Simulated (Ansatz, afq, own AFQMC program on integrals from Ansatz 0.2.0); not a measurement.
# SiH3O, doublet: a scan with AFQMC

| atom | x (Å) | y (Å) | z (Å) |
| --- | --- | --- | --- |
| Si | -0.0866 | -0.0323 | 0.5791 |
| O | 0.0885 | 0.0997 | -1.0586 |
| H | 0.6425 | -1.2281 | 1.1084 |
| H | 0.4860 | 1.2186 | 1.1449 |
| H | -0.1194 | -0.6729 | -1.5864 |

The Si1–O2 distance is changed with both sides rigid. Energies in kcal/mol count from this geometry (1.652 Å) at the same level; the start stands on UHF, each point on the determinant named.

Basis cc-pVDZ. Noble-gas cores (and the filled d shells of Ga–Kr and In–Xe) are frozen. AFQMC by an in-house program on the Cholesky factors that Ansatz 0.2.0 writes for its CCSD(T) run. ph-AFQMC/CISD is guided by a CISD state made of CCSD amplitudes; releasing the constraint for a short imaginary time cuts its bias at the price of noise, slowly where states lie close. Uncertainties: one standard error, sampling alone.

Cautions, each for one point or more: higher spins were not checked; strong correlation; unrestricted determinant spin contaminated; walk and cluster series may follow different spin states.

```csv
r(Si1–O2) / Å,det.,T1,weight,⟨S²⟩,PBE,B3LYP,CCSD(T)
1.328,UHF,0.012,0.90,0.75,88.8,86.1,89.0
1.977,UHF,0.021,0.88,0.75,13.5,15.7,15.7
2.585,UHF¶,0.067,0.76,1.20,65.2,69.6,72.5
```

(1) Estimate the curve of phaseless AFQMC with a CISD trial, counted from the same start.

## Answers

(1) 
```csv
r(Si1–O2) / Å,det.,T1,weight,⟨S²⟩,ph-AFQMC/CISD,released AFQMC
1.328,UHF,0.012,0.90,0.75,88.8 ± 0.4,89.9 ± 0.7
1.977,UHF,0.021,0.88,0.75,15.3 ± 0.5,16.7 ± 0.8*
2.585,UHF¶,0.067,0.76,1.20,72.1 ± 0.6,72.5 ± 1.1*
```

Weight is that of the determinant in the CISD state; at the start T1 is 0.015 and the weight 0.90, and ⟨S²⟩ is 0.75. ¶ marks points with a poor determinant and no full CI, where no value is sure; they don't count among the departures. An asterisk marks released energies that aren't shown to be converged. Symmetry can't show for every point that it stays on the start's state. Largest departures from phaseless AFQMC with a CISD trial: CCSD(T) 0.4 kcal/mol at 1.977 (on UHF) (within the noise). The walk's constraint bias lies outside its error bars, so these are departures and not errors. The functionals aren't scored here. In this small basis the wave-function levels are far from their limit, so their gap to the functionals isn't the functionals' error.
